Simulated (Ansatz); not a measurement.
Basis-set extrapolation for hexafluoroethane, C₂F₆ (PBE0-D4/def2-TZVP geometry, frozen core, Ansatz 0.2.0). Multiplicity 1, RHF reference.

```
                      def2-TZVPP   def2-QZVPP
                 HF  -672.681686  -672.710463
    MP2 correlation    -1.789303    -1.955358
CCSD(T) correlation    -1.850661      not run
```

Energies in hartree. Use E(X) = E(∞) + A·exp(−7.88·√X) for Hartree–Fock and E(X) = E(∞) + B·X^(−2.97) for correlation, with X = 3 and 4, and add CCSD(T) minus MP2 of the smaller set to the MP2 limit.

Problem. What is the CCSD(T) energy at the basis-set limit?

Solution. HF limit: -672.710463 + (-0.028777) × 0.13774 = -672.71443. MP2 limit: -1.955358 + (-0.166055) × 0.74074 = -2.07836. Higher-order term: -1.850661 − (-1.789303) = -0.06136. Total: -674.85415 hartree, 8.76 eV below CCSD(T)/def2-TZVPP.
